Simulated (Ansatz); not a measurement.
**ClF (chlorine monofluoride): the vertical energy of the triplet above the singlet from total energies**

ClF has 2 atoms, charge 0, and is taken as a singlet. SMILES: `FCl`. The shape is that of a PBE0-D4/def2-TZVP optimisation.

```jsonl
{"atom": "F", "x (Å)": "0.0000", "y (Å)": "0.0000", "z (Å)": "0.0313"}
{"atom": "Cl", "x (Å)": "0.0000", "y (Å)": "0.0000", "z (Å)": "1.6510"}
```

Both states at this one shape; open shells run unrestricted unless said. 1 Eh = 27.2114 eV.

```
                              level  program  singlet ClF (Eh)  triplet ClF (Eh)
                       PBE0/cc-pVTZ   Ansatz       -559.768531       -559.652203
MP2/cc-pVTZ, 6 core orbitals frozen   Ansatz       -559.345721       -559.214546
```

Q: Work out the vertical gap, second state less first, at each level.

A: 
1. PBE0/cc-pVTZ: -559.652203 − (-559.768531) = 0.116328 Eh = 3.17 eV.
2. MP2/cc-pVTZ: -559.214546 − (-559.345721) = 0.131175 Eh = 3.57 eV.

No measured value is set beside it here; the levels span 3.17 to 3.57 eV.
